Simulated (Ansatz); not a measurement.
Input for Ansatz (development build ahead of 0.2.0):

```yaml
crystal:
  periodic: [false, false, false]
  atoms:
    - { symbol: C, position_ang: [-1.26926, -0.42806, 0.0] }
    - { symbol: H, position_ang: [-1.26926, -1.0788, 0.87942] }
    - { symbol: H, position_ang: [-1.26926, -1.0788, -0.87942] }
    - { symbol: H, position_ang: [-2.17622, 0.18369, 0.0] }
    - { symbol: C, position_ang: [0.0, 0.42806, 0.0] }
    - { symbol: H, position_ang: [0.0, 1.0788, 0.87942] }
    - { symbol: H, position_ang: [0.0, 1.0788, -0.87942] }
    - { symbol: C, position_ang: [1.26926, -0.42806, 0.0] }
    - { symbol: H, position_ang: [1.26926, -1.0788, 0.87942] }
    - { symbol: H, position_ang: [1.26926, -1.0788, -0.87942] }
    - { symbol: H, position_ang: [2.18037, 0.18649, 0.0] }
basis:
  gaussian: { orbitals: def2-SVP }
hamiltonian:
  xc: hf
```

The input is written out in the form of the current development build from the run's settings.

The run gave:

```json
{
 "Converged": "yes",
 "Total energy": "-118.18140 hartree",
 "Spin squared of the determinant": "0.000"
}
```
